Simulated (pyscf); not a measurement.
PySCF, gas phase, ωB97X-D3(BJ)/def2-SVP geometries.

**Question.** PBE/def2-TZVP puts the barrier of [H₃C–Ga–CH₃]• (SMILES [CH3][Ga][CH3]) + HF (SMILES F) → CH₄ (SMILES C) + [H₃C–Ga–F]• (SMILES [CH3][Ga][F]) (four-centre exchange; doublet surface; C–Ga, F–H broken, C–H, F–Ga formed) at 0.6 kJ/mol and the reaction energy at -141.5 kJ/mol, from the separated reactants. What do r²SCAN/def2-TZVP, B3LYP-D3(BJ)/def2-TZVP, ωB97M-D3(BJ)/def2-TZVP give on the same structures?

**Answer.** r²SCAN: ΔE‡ = -1.1 kJ/mol, ΔE = -146.4 kJ/mol; B3LYP-D3(BJ): ΔE‡ = 20.1 kJ/mol, ΔE = -146.1 kJ/mol; ωB97M-D3(BJ): ΔE‡ = 21.4 kJ/mol, ΔE = -138.9 kJ/mol. PBE's barrier lies among them. Its reaction energy lies among theirs. On the reactant side the descent ends in a complex, 20.3 kJ/mol under the separated species and 43.6 kJ/mol under the saddle at ωB97X-D3(BJ)/def2-TZVP. At r²SCAN the saddle lies under the separated reactants, which points to a path from their complex (located at ωB97X-D3(BJ) alone). One saddle was located; it need not be the lowest between these sides. Elements up to Kr have no core potential and no relativistic terms here.
